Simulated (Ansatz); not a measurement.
A calculation on tetradymite Bi2Se3 returned lattice constant a 4.081 Å, lattice parameter c 27.676 Å, equilibrium volume per atom 26.61 Å³/atom.

For reference: lattice constant a 4.143 Å (measured, temperature not stated, no zero-point or thermal correction; as tabulated in Luo et al. (2012), arXiv:1308.1523); lattice parameter c 28.636 Å (measured, temperature not stated, no zero-point or thermal correction; as tabulated in Luo et al. (2012), arXiv:1308.1523).

Q: Which level of theory produced these numbers?
A) PBEsol-D3(BJ) (Ansatz (a first-principles code))
B) PBE+SOC (Ansatz)
C) revPBE (Ansatz)
D) LDA (Ansatz)

A: A, PBEsol-D3(BJ) (Ansatz)

The others give: PBE+SOC 4.204 Å, 30.159 Å, 30.81 Å³/atom; LDA 4.104 Å, 27.918 Å, 27.15 Å³/atom; revPBE 4.220 Å, 38.381 Å, 40.05 Å³/atom.

Unless a cell is named, each level is at its own relaxed cell (LDA 27.14, PBE+SOC 30.78, PBEsol-D3(BJ) 26.61, revPBE 39.47 Å³/atom).

Caveats: LDA has no dispersion term either, though it tends to give short spacings of layers, chains or molecules (LDA); for a layered or molecular solid the relaxed cell lies over 5 % above the published volume, where the minimum can be shallow (PBE+SOC, revPBE); the cell comes from a level without a dispersion term, which matters for the spacing of layers, chains or molecules (PBE+SOC, revPBE). Ansatz's density-functional and Hartree–Fock values are scalar-relativistic unless marked +SOC, with PAW data made under PBE.
